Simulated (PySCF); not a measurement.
# Converging HF in the basis (HF)

PySCF, RHF reference; singlet, unpaired electrons none; De to H + F without counterpoise correction.

```csv
basis,relativity,functions,Re (Å),ωe (cm⁻¹),De (eV),μ (D)
3-21G,no relativity,11,0.937,4061,3.24,-2.17
pcseg-1,no relativity,19,0.905,4455,4.08,-1.98
def2-SVPD,no relativity,31,0.900,4480,4.26,-1.93
def2-TZVP,no relativity,37,0.900,4470,4.14,-1.98
cc-pVTZ,no relativity,44,0.898,4482,4.17,-1.90
def2-TZVPP,no relativity,45,0.897,4472,4.20,-1.92
def2-TZVPPD,no relativity,57,0.898,4466,4.21,-1.89
```

(1) How does each smaller set differ from the one with most functions, def2-TZVPPD?

A positive dipole means H(−)F(+). Where the molecule has an RHF reference, its open-shell atoms are computed with UHF. 3-21G is very small, so such numbers show the basis as much as the molecule. Hartree–Fock leaves out correlation, which carries a large part of most bond energies and some tenths to 1 eV of ionisation energies.

## Answers

(1) 3-21G: +3.9 pm, -9.1 % in ωe, -0.97 eV in De; pcseg-1: +0.7 pm, -0.2 % in ωe, -0.13 eV in De; def2-SVPD: +0.2 pm, +0.3 % in ωe, +0.05 eV in De; def2-TZVP: +0.2 pm, +0.1 % in ωe, -0.07 eV in De; cc-pVTZ: +0.0 pm, +0.4 % in ωe, -0.04 eV in De; def2-TZVPP: -0.1 pm, +0.1 % in ωe, -0.01 eV in De. All at HF; the set with most functions is neither the basis-set limit nor always the best.
